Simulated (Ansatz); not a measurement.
# CHB (singlet): the correlation ladder at distance B1–C2 = 2.257 Å, 6-31G

The task here is to estimate one member of a computed series from the others.

The runs use Ansatz 0.2.0, Gaussian basis; 6-31G, core rule «outside noble gas», up to 2 orbitals frozen.

To be run: UHF; CCSD(T) on RHF; CCSD(T) on UHF; BCCD(T) on RHF; CISD; CCSDT(Q) on RHF; CCSDT(Q) on UHF; CCSDTQ on RHF; CCSDTQ on UHF; CASSCF and MRCISD+Q, 2 electrons in 2 orbitals; CASSCF and NEVPT2, 2 electrons in 2 orbitals; CASSCF and MRCISD+Q, 8 electrons in 9 orbitals; CASSCF and NEVPT2, 8 electrons in 9 orbitals; Full CI.

20 further runs of the same task are left out: 17 that didn't finish, 3 set aside as unsound or not needed.

## The geometry

The geometry derives from a PBE0/def2-TZVP stationary point (not a proven minimum). One bond is set to the value named and the two fragments are kept rigid.

3 atoms, charge 0, spin multiplicity 1.

Atoms are counted from 1 here; the program's logs count them from 0.

Bond lengths: C2–H3 1.083 Å.

The first run:

File in.yaml:

```yaml
crystal:
  periodic: [false, false, false]
  atoms:
    - {symbol: B, position_ang: [0.000000, 0.155329, 1.255802]}
    - {symbol: C, position_ang: [0.000000, -0.179849, -0.976171]}
    - {symbol: H, position_ang: [0.000000, 0.477057, -1.837388]}
basis:
  gaussian: {orbitals: 6-31G}
magnetization: {spin_polarized: true, initial_magnetization: 0}
hamiltonian: {xc: hf}
output: {orbitals: {seedname: orbitals}}
```

Started as:

```console
ansatz run in.yaml --threads 1 --pin off --events-out ev --progress --plain --max-ram 2393MiB
```

Steps of the session up to this table: UHF; CCSD(T) on RHF; CCSD(T) on UHF; BCCD(T) on RHF; CISD; CCSDT(Q) on RHF; CCSDT(Q) on UHF; CCSDTQ on RHF; CCSDTQ on UHF; CASSCF and MRCISD+Q, 2 electrons in 2 orbitals; CASSCF and NEVPT2, 2 electrons in 2 orbitals; CASSCF and MRCISD+Q, 8 electrons in 9 orbitals; CASSCF and NEVPT2, 8 electrons in 9 orbitals; Full CI.

One table of the session follows, with a row left open; its other results are not shown here.

| method | from FCI (kcal/mol) |
| --- | --- |
| RHF | +101.24 |
| RMP2 | +33.90 |
| CISD | +14.75 |
| RCCSD | +6.50 |
| RCCSD(T) | +2.83 |
| BCCD(T) | ? |
| RCCSDT | +1.15 |
| RCCSDT(Q) | +0.24 |
| RCCSDTQ | +0.05 |
| FCI | 0 |

Q: Estimate the row for BCCD(T) from the others.

The run gave: from FCI (kcal/mol): +2.92. In the column «from FCI (kcal/mol)» it lies between RCCSD(T) (+2.83) and RCCSD (+6.50).

Not comparable, so not listed: CASSCF and MRCISD+Q, 2 electrons in 2 orbitals (they don't share determinant, frozen orbitals or solution with the rows shown, or repeat one).

To keep in mind: The report flags that the cluster equations may have other roots. Left out of the table: CASSCF pair, NEVPT2 pair, CASSCF valence, NEVPT2 valence, MRCISD valence, MRCISD+Q valence (the active space lost an orbital or holds another state than full CI finds). Left out of the table: UHF, UMP2, UCCSD, UCCSD(T), UCCSDT, UCCSDT(Q), UCCSDTQ (another determinant or state than the rows shown). The program flags RCCSDTQ as in doubt, so those rows may rest on another solution; read them beside their warnings. Warnings in the runs' records: passed over end.
